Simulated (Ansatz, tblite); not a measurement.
# The cluster Si3H4: one state, many levels

One table from this session's results is given with a row withheld; the runs are named, their logs left out.

Program: Ansatz 0.2.0, Gaussian basis. Level of theory: as each input shows. These are calculated values, not measurements.

Plan: GFN1-xTB, GFN2-xTB, PBE-D4/def2-TZVP, r2SCAN-D4/def2-TZVP, revPBE-D4/def2-TZVP, LDA/def2-TZVP, LC-ωPBE/def2-TZVP, BHLYP-D4/def2-TZVP, PBE-QIDH/def2-TZVP, PBE-D4/def2-SVP, PBE0-D4/def2-SVP, PBE0-D4/def2-TZVPD, PBE-D4/def2-TZVPD, r2SCAN-D4/def2-TZVPD, CCSD(T)/def2-TZVPP, MP2/def2-TZVP, RPA/def2-TZVP, CCSD(T)/def2-TZVPD.

## The relaxed structure

The singlet was relaxed beforehand with PBE0-D4/def2-TZVP. At that level it is the lowest of the isomers that a small search found.

7 atoms, charge 0, spin multiplicity 1.

Bond lengths: Si1–Si2 2.105 Å, Si1–Si3 2.286 Å, Si1–H4 1.488 Å, Si2–Si3 2.286 Å, Si2–H6 1.488 Å, Si3–H5 1.492 Å, Si3–H7 1.492 Å. Angles: Si2–Si1–Si3 62.6°, Si2–Si1–H4 149.9°, Si3–Si1–H4 147.5°, Si1–Si2–Si3 62.6°, Si1–Si2–H6 150.0°, Si3–Si2–H6 147.4°, Si1–Si3–Si2 54.8°, Si1–Si3–H5 121.8°, Si1–Si3–H7 121.9°, Si2–Si3–H5 121.9°, Si2–Si3–H7 121.8°, H5–Si3–H7 107.1°.

PBE0-D4/def2-TZVP was run before; its log isn't repeated, and its numbers join the tables.

The first run:

Tight binding, by tblite at 300 K electronic temperature and without a spin-polarisation term:

```python
tblite.interface.Calculator('GFN1-xTB', numbers, positions, charge=0, uhf=0).singlepoint()
```

Tight binding, by tblite at 300 K electronic temperature and without a spin-polarisation term:

```python
tblite.interface.Calculator('GFN2-xTB', numbers, positions, charge=0, uhf=0).singlepoint()
```

start.molden holds the orbitals of an earlier run on this state, given as this run's starting guess.

in.yaml reads:

```yaml
crystal:
  periodic: [false, false, false]
  atoms:
    - {symbol: Si, position_ang: [-0.210521, 1.285813, -0.488745]}
    - {symbol: Si, position_ang: [1.003272, 0.295981, 0.917579]}
    - {symbol: Si, position_ang: [-0.487318, -0.972510, -0.263902]}
    - {symbol: H, position_ang: [-0.625983, 2.538502, -1.174952]}
    - {symbol: H, position_ang: [-1.703812, -1.555476, 0.372554]}
    - {symbol: H, position_ang: [2.067455, 0.336720, 1.956107]}
    - {symbol: H, position_ang: [-0.043093, -1.929030, -1.318652]}
basis:
  gaussian: {orbitals: def2-TZVP, initial_orbitals: start.molden}
hamiltonian: {xc: pbe, dispersion: d4}
scf: {omitted_lower_state_checks: [starts]}
output: {orbitals: {seedname: orbitals}}
```

Command:

```console
ansatz run in.yaml --threads 4 --pin off --events-out ev --progress --plain --max-ram 3916MiB
```

Among the steps run: PBE-D4/def2-TZVP; r2SCAN-D4/def2-TZVP; revPBE-D4/def2-TZVP; LDA/def2-TZVP; LC-ωPBE/def2-TZVP; BHLYP-D4/def2-TZVP; PBE-QIDH/def2-TZVP; PBE-D4/def2-SVP; PBE0-D4/def2-SVP; PBE0-D4/def2-TZVPD; PBE-D4/def2-TZVPD; r2SCAN-D4/def2-TZVPD; CCSD(T)/def2-TZVPP; MP2/def2-TZVP; RPA/def2-TZVP; CCSD(T)/def2-TZVPD.

One of the session's tables, all rows but one given; the rest of the session is left out.

| level | HOMO (eV) | LUMO (eV) | gap (eV) |
| --- | --- | --- | --- |
| LDA/def2-TZVP | -5.46 | -2.71 | 2.75 |
| PBE-D4/def2-SVP | -5.36 | -2.45 | 2.91 |
| PBE-D4/def2-TZVP | -5.36 | -2.54 | 2.83 |
| PBE-D4/def2-TZVPD | -5.37 | -2.57 | 2.80 |
| revPBE-D4/def2-TZVP | ? | ? | ? |
| r2SCAN-D4/def2-TZVP | -5.55 | -2.41 | 3.14 |
| r2SCAN-D4/def2-TZVPD | -5.54 | -2.42 | 3.12 |
| PBE0-D4/def2-SVP | -6.20 | -1.73 | 4.47 |
| PBE0-D4/def2-TZVP | -6.17 | -1.79 | 4.38 |
| PBE0-D4/def2-TZVPD | -6.17 | -1.83 | 4.35 |
| BHLYP-D4/def2-TZVP | -6.76 | -0.88 | 5.88 |
| LC-ωPBE/def2-TZVP | -8.40 | 0.17 | 8.57 |

**Question.** Estimate the row for revPBE-D4/def2-TZVP.

**Answer.** HOMO (eV): -5.32; LUMO (eV): -2.47; gap (eV): 2.85. In the column «HOMO (eV)» it is the highest.
